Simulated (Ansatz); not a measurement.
Geometry optimisation, RKS r2SCAN/def2-SVP in Ansatz 0.2.0.

The input (input.yaml):

```yaml
crystal:
  periodic: [false, false, false]
  atoms:
    - { symbol: Al, position_ang: [0.0, 0.0, 0.0] }
    - { symbol: H, position_ang: [0.0, 0.0, 1.56] }
    - { symbol: Cl, position_ang: [1.9312, 0.0, -1.115] }
    - { symbol: Cl, position_ang: [-1.9312, 0.0, -1.115] }
basis:
  gaussian: { orbitals: def2-SVP }
hamiltonian:
  xc: r2scan
relax:
  f_tol: 0.02
  max_steps: 40
```

Launched with:

```bash
$ ansatz run input.yaml --threads 1 --pin off --max-ram 2048MiB --backend cpu --events-out ev --progress --plain --runs-dir out
```

Where does it end, and by what steps?

It converged. After 3 steps the energy has fallen by 0.278 eV; Cl3 moved furthest, 0.14 Å.

```json
{"step": "0", "energy less start (eV)": "0.0000", "largest force component (eV/Å)": "1.769", "accepted": "yes"}
{"step": "1", "energy less start (eV)": "-0.2685", "largest force component (eV/Å)": "0.474", "accepted": "yes"}
{"step": "2", "energy less start (eV)": "-0.2779", "largest force component (eV/Å)": "0.084", "accepted": "yes"}
{"step": "3", "energy less start (eV)": "-0.2784", "largest force component (eV/Å)": "0.007", "accepted": "yes"}
```

```xyz
4
Properties=species:S:1:pos:R:3
Al 0.000 0.000 -0.020
H 0.000 0.000 1.546
Cl 1.797 0.000 -1.098
Cl -1.797 0.000 -1.098
```

The run took 14 s on 1 thread of Arm Neoverse V1 (shared host), peak memory 0.12 GiB.
